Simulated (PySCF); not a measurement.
boranyloxyborane, B₂H₄O, SMILES BOB, point group D2d.

Force field and properties: PBE0/pcSseg-1 (PySCF, grid level 2). Vibrational terms come from second-order perturbation theory with semi-diagonal cubic constants, by steps of ±0.6 along the normal coordinates of each isotopologue. The parent has the commonest isotopes.

Equilibrium geometry (Å):

```tsv
atom	x	y	z
B1	-1.2920	0.3094	0.0373
O2	0.0019	0.0027	-0.0155
B3	1.2958	-0.3038	-0.0683
H4	-1.6774	1.2672	-0.5726
H5	-2.0174	-0.3850	0.6926
H6	2.0297	0.1730	0.7514
H7	1.6727	-1.0438	-0.9333
```

(1) Give the equilibrium and ground-state rotational constants (MHz) of parent; ²H at 4; ¹⁰B at 1; ²H at 4, ²H at 5, ²H at 6, ²H at 7; ¹⁸O at 2; ¹⁰B at 1, ²H at 4; ¹⁰B at 1, ¹⁰B at 3.

(2) How is the parent's vibrational correction B0 − Be made up?

(3) And its quartic centrifugal distortion constants from the harmonic force field?

A mode lies under 250 cm⁻¹, where this perturbation treatment is rough. Internal rotors are held in one well.

Answers

(1) 
```json
{"species": "parent", "Ae": "112780", "Be": "9054", "Ce": "9054", "A0": "111890", "B0": "9027.4", "C0": "9027.6", "Δ0 (u Å²)": "-4.518", "harmonic ZPE (cm⁻¹)": "10228"}
{"species": "²H at 4", "Ae": "91859", "Be": "8501.5", "Ce": "8358.1", "A0": "91286", "B0": "8478.7", "C0": "8330.5", "Δ0 (u Å²)": "-4.476", "harmonic ZPE (cm⁻¹)": "9672"}
{"species": "¹⁰B at 1", "Ae": "112780", "Be": "9357", "Ce": "9357", "A0": "111880", "B0": "9328.4", "C0": "9328.5", "Δ0 (u Å²)": "-4.518", "harmonic ZPE (cm⁻¹)": "10272"}
{"species": "²H at 4, ²H at 5, ²H at 6, ²H at 7", "Ae": "56431", "Be": "6959.5", "Ce": "6959.5", "A0": "56103", "B0": "6939.2", "C0": "6939.3", "Δ0 (u Å²)": "-9.009", "harmonic ZPE (cm⁻¹)": "7987"}
{"species": "¹⁸O at 2", "Ae": "112780", "Be": "9054", "Ce": "9054", "A0": "111880", "B0": "9026.5", "C0": "9026.6", "Δ0 (u Å²)": "-4.518", "harmonic ZPE (cm⁻¹)": "10190"}
{"species": "¹⁰B at 1, ²H at 4", "Ae": "91949", "Be": "8749.2", "Ce": "8598.1", "A0": "91373", "B0": "8724.8", "C0": "8568.7", "Δ0 (u Å²)": "-4.476", "harmonic ZPE (cm⁻¹)": "9718"}
{"species": "¹⁰B at 1, ¹⁰B at 3", "Ae": "112780", "Be": "9665.1", "Ce": "9665.1", "A0": "111880", "B0": "9634.4", "C0": "9634.5", "Δ0 (u Å²)": "-4.518", "harmonic ZPE (cm⁻¹)": "10316"}
```

Δ0 = Ic − Ia − Ib from the ground-state constants.

(2) 
```
axis  harmonic  Coriolis  cubic  total (MHz)
   a       755      -954   -688         -887
   b      13.8     -14.7  -25.6        -26.6
   c      13.8     -14.7  -25.5        -26.5
```

(3) Prolate symmetric top: D J = 3.44 kHz, D JK = 318 kHz, D K = 1410 kHz.
